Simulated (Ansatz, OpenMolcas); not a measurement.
# A ladder of methods for BNH2Cl (SMILES N[B]Cl)

The species is BNH2Cl (5 atoms), meant as a doublet with charge 0. As SMILES, `N[B]Cl`. The shape is that of a PBE0-D4/def2-TZVP optimisation. This is one conformer, not always the lowest.

```xyz
5

N    -0.3340    0.4121   -0.2567
B    -0.0984   -0.5446    0.7044
Cl    1.3432   -1.5262    0.7846
H    -1.1767    0.9599   -0.2731
H     0.3158    0.6251   -1.0006
```

Each level gives the energy change with the N1–B2 bond stretched from 1.376 to 1.789 Å (eV). The values are calculated.

```csv
level,kind,program,value (eV),less CCSD(T)/def2-TZVP,CPU time (all runs)
UHF/def2-TZVP,Hartree–Fock,OpenMolcas,2.03,+0.24,33 s
USVWN5/def2-TZVP,LDA,Ansatz,1.88,+0.09,8.3 s
U-revPBE/def2-TZVP,GGA,OpenMolcas,1.62,-0.17,86 s
U-r2SCAN/def2-TZVP,meta-GGA,Ansatz,1.80,+0.01,27 s
UTPSS/def2-TZVP,meta-GGA,OpenMolcas,1.69,-0.10,2.3 min
UB3LYP/def2-TZVP,global hybrid,Ansatz,1.80,+0.01,18 s
UCAM-B3LYP/def2-TZVP,range-separated hybrid,Ansatz,1.91,+0.12,21 s
UCCSD(T)/def2-TZVP,coupled cluster or CI,Ansatz,1.79,0.00,2.5 min
```

UCCSD(T)/def2-TZVP is the highest level here, not the true value. The first shape isn't each level's own minimum. The values span 1.62 to 2.03 eV. Times are those of the runs behind each value, whatever else they computed, on shared processors of several kinds: orders of magnitude only.
